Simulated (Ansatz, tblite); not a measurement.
**The cluster TlH2: rung by rung**

An exercise on one series of results from a longer session: the logs are not shown, and one member is left open.

Computed with Ansatz 0.2.0, Gaussian basis. Level: as each input shows.

The runs, in order: GFN1-xTB, GFN2-xTB, PBE-D4/def2-TZVP, r2SCAN-D4/def2-TZVP, r2SCAN0-D4/def2-TZVP, B97M-V/def2-TZVP, HSE06-D4/def2-TZVP, BLYP-D4/def2-TZVP, ωB97M-V/def2-TZVP, PBE-D4/def2-SVP, PBE0-D4/def2-SVP, PBE0-D4/def2-TZVPD, PBE-D4/def2-TZVPD, r2SCAN-D4/def2-TZVPD, CCSD(T)/def2-TZVPP, MP2/def2-TZVP, RPA/def2-TZVP, CCSD(T)/def2-TZVPD.

1 further run of the same task is left out (set aside as unsound or not needed).

## The geometry

The geometry is that of the doublet, from an earlier relaxation (r2SCAN-D4/def2-TZVP). At that level it is the lowest of the isomers that a small search found.

3 atoms, charge 0, spin multiplicity 2.

Bond lengths: Tl1–H2 1.801 Å, Tl1–H3 1.801 Å. Angles: H2–Tl1–H3 124.6°.

As a file:

```xyz
3
charge 0, multiplicity 2
Tl    0.4083   -0.3690   -0.0917
H    -0.5342   -0.5258    1.4349
H     0.1259    0.8948   -1.3433
```

Tl takes a core potential in the def2 sets. No spin-orbit coupling is included.

PBE0-D4/def2-TZVP was run before; its log isn't repeated, and its numbers join the tables.

Set-up of the first run:

Tight binding, by tblite at 300 K electronic temperature and without a spin-polarisation term:

```python
tblite.interface.Calculator('GFN1-xTB', numbers, positions, charge=0, uhf=1).singlepoint()
```

Tight binding, by tblite at 300 K electronic temperature and without a spin-polarisation term:

```python
tblite.interface.Calculator('GFN2-xTB', numbers, positions, charge=0, uhf=1).singlepoint()
```

start.molden holds the orbitals of an earlier run on this state, given as this run's starting guess.

Contents of in.yaml:

```yaml
crystal:
  periodic: [false, false, false]
  atoms:
    - {symbol: Tl, position_ang: [0.408321, -0.369006, -0.091659]}
    - {symbol: H, position_ang: [-0.534235, -0.525782, 1.434923]}
    - {symbol: H, position_ang: [0.125914, 0.894788, -1.343263]}
basis:
  gaussian: {orbitals: def2-TZVP, initial_orbitals: start.molden}
magnetization: {spin_polarized: true, initial_magnetization: 1}
hamiltonian: {xc: pbe, dispersion: d4}
scf: {omitted_lower_state_checks: [starts]}
output: {forces: true, orbitals: {seedname: orbitals}}
```

Started as:

```console
ansatz run in.yaml --threads 4 --pin off --events-out ev --progress --plain --max-ram 3916MiB
```

Among the steps run: PBE-D4/def2-TZVP; r2SCAN-D4/def2-TZVP; r2SCAN0-D4/def2-TZVP; B97M-V/def2-TZVP; HSE06-D4/def2-TZVP; BLYP-D4/def2-TZVP; ωB97M-V/def2-TZVP; PBE-D4/def2-SVP; PBE0-D4/def2-SVP; PBE0-D4/def2-TZVPD; PBE-D4/def2-TZVPD; r2SCAN-D4/def2-TZVPD; CCSD(T)/def2-TZVPP; MP2/def2-TZVP; RPA/def2-TZVP; CCSD(T)/def2-TZVPD.

One of the session's tables, all rows but one given; the rest of the session is left out.

```
               level  HOMO (eV)  LUMO (eV)  gap (eV)
     PBE-D4/def2-SVP      -4.42      -3.51      0.91
    PBE-D4/def2-TZVP      -4.48      -3.57      0.91
   PBE-D4/def2-TZVPD          ?          ?         ?
   BLYP-D4/def2-TZVP      -4.37      -3.61      0.76
 r2SCAN-D4/def2-TZVP      -4.81      -3.19      1.62
r2SCAN-D4/def2-TZVPD      -4.82      -3.19      1.63
    B97M-V/def2-TZVP      -4.50      -3.67      0.83
    PBE0-D4/def2-SVP      -5.36      -2.67      2.69
   PBE0-D4/def2-TZVP      -5.41      -2.72      2.69
  PBE0-D4/def2-TZVPD      -5.42      -2.72      2.69
r2SCAN0-D4/def2-TZVP      -5.68      -2.46      3.23
  HSE06-D4/def2-TZVP      -5.02      -3.09      1.94
   ωB97M-V/def2-TZVP      -7.37      -1.12      6.24
```

Estimate the missing values for PBE-D4/def2-TZVPD.

**Answer.** HOMO (eV): -4.49; LUMO (eV): -3.58; gap (eV): 0.91. In the column «HOMO (eV)» it lies between B97M-V/def2-TZVP (-4.50) and PBE-D4/def2-TZVP (-4.48).
